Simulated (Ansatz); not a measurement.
## How methods differ on SiH2F2 (SiF2H2)

The species is SiH2F2 (5 atoms), meant as a singlet with charge 0. SMILES: `[H][Si]([H])(F)F`. Geometry: relaxed at GFN2-xTB.

```xyz
5

Si   -0.0914    0.0006   -0.0643
F     0.0092   -0.0188    1.5265
F     1.4360    0.0106   -0.5197
H    -0.6801    1.2578   -0.4555
H    -0.6737   -1.2502   -0.4869
```

Quantity: the energy change with the Si1–F2 bond stretched from 1.594 to 1.993 Å, in eV. The values are calculated.

| level | kind | program | value (eV) | less FCI/STO-3G | CPU time (all runs) |
| --- | --- | --- | --- | --- | --- |
| HF/STO-3G (restricted) | Hartree–Fock | Ansatz | 1.81 | +0.67 | 0.22 s |
| BLYP/STO-3G (restricted) | GGA | Ansatz | 0.98 | -0.16 | 2.4 s |
| B3LYP/STO-3G (restricted) | global hybrid | Ansatz | 1.20 | +0.06 | 2.6 s |
| PBE0/STO-3G (restricted) | global hybrid | Ansatz | 1.26 | +0.12 | 2.4 s |
| CAM-B3LYP/STO-3G (restricted) | range-separated hybrid | Ansatz | 1.34 | +0.20 | 3.1 s |
| wB97M-V/STO-3G (restricted) | range-separated hybrid | Ansatz | 1.33 | +0.19 | 39 s |
| CCSD/STO-3G (restricted) | coupled cluster or CI | Ansatz | 1.15 | +0.01 | 0.37 s |
| CCSDT(Q)/STO-3G (restricted) | coupled cluster or CI | Ansatz | 1.14 | 0.00 | 0.84 s |
| FCI/STO-3G | exact in the basis | Ansatz | 1.14 | 0.00 | 7.3 s |

FCI/STO-3G is exact within its basis and frozen core, so for wave-function methods in that basis the difference is their error; functionals converge differently with the basis, so for them it is only a difference. The first shape isn't each level's own minimum. The values span 0.98 to 1.81 eV. All rows use very small basis sets, so even the best lies far from the true value. CPU times are rough (shared hosts, several kinds of processor): they show what a rung costs within a factor of a few.
